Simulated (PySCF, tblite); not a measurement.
Isomers of C3H6P2, one GFN2-xTB conformer each. Single-point energies are computed at PBE0/pcSseg-1 (PySCF, gas phase, no added dispersion term), electronic only.

Question: Rank them by PBE0/pcSseg-1 energy, lowest first (kJ/mol).
A. `CP(C)C#P`
B. `[CH2:1]=[CH:2]/[CH:3]=[P:4]\[PH2:5]` with C1–C2–C3–P4 176°, C3–P4–P5–H -179° and -87°
C. `[CH:1]#[C:2][PH:3][CH2:4][PH2:5]` with C2–P3–C4–P5 52°, P3–C4–P5–H 47° and -46°

Answer: A (0.0), B (24.5), C (123.5).

As drawn, the highest has a C≡C bond, which the lowest lacks. GFN2-xTB itself gives, in the same order: 37.0, 0.0, 112.0. GFN2-xTB puts C=C/C=P\P lowest instead; measured from each level's own lowest isomer, the values differ by up to 37.0 kJ/mol (CP(C)C#P: 37.0 against 0.0).

Which frontier levels, dipoles and rotational constants go with these structures?

| SMILES | HOMO (eV, PBE0/pcSseg-1) | LUMO (eV) | dipole (D) | A, B, C (MHz) |
| --- | --- | --- | --- | --- |
| CP(C)C#P | -6.69 | -1.60 | 1.69 | 5768, 1724, 1497 |
| C=C/C=P\P | -6.63 | -2.28 | 1.27 | 5773, 1819, 1398 |
| C#CPCP | -6.79 | -0.45 | 0.42 | 4394, 2040, 1497 |

What happens when harmonic zero-point energies from GFN2-xTB frequencies are added?

```json
{"SMILES": "CP(C)C#P", "ZPE (kJ/mol)": "209.3", "electronic (kJ/mol)": "0.0", "with ZPE (kJ/mol)": "0.0"}
{"SMILES": "C=C/C=P\\P", "ZPE (kJ/mol)": "198.8", "electronic (kJ/mol)": "24.5", "with ZPE (kJ/mol)": "14.0"}
{"SMILES": "C#CPCP", "ZPE (kJ/mol)": "188.7", "electronic (kJ/mol)": "123.5", "with ZPE (kJ/mol)": "103.0"}
```

The zero-point energies span 20.6 kJ/mol. The order is unchanged.
